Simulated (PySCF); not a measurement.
fluoromethane (CH₃F), SMILES CF. Coordinates come from a B3LYP-D3(BJ)/def2-TZVP optimisation.

Computed with B3LYP-D3(BJ)/def2-TZVP (PySCF 2.14.0).

Harmonic wavenumbers (cm⁻¹): 1052, 1194, 1194, 1488, 1494, 1494, 3031, 3111, 3111. Rotational constants (GHz): 156.8, 25.52, 25.52; symmetry number 3.

Question: Work out the zero-point energy and the ideal-gas rigid-rotor harmonic-oscillator thermochemistry at 298.15 K and 1 atm.

Answer: ZPE = ½ Σ hcν = ½ × 17170 cm⁻¹ = 24.55 kcal/mol. H − E(el) = 26.97 kcal/mol. Entropy in cal/(mol K): translation 36.51, rotation 16.51, vibration 0.20, total 53.21. G − E(el) = 11.10 kcal/mol. Cp = 8.92 cal/(mol K).
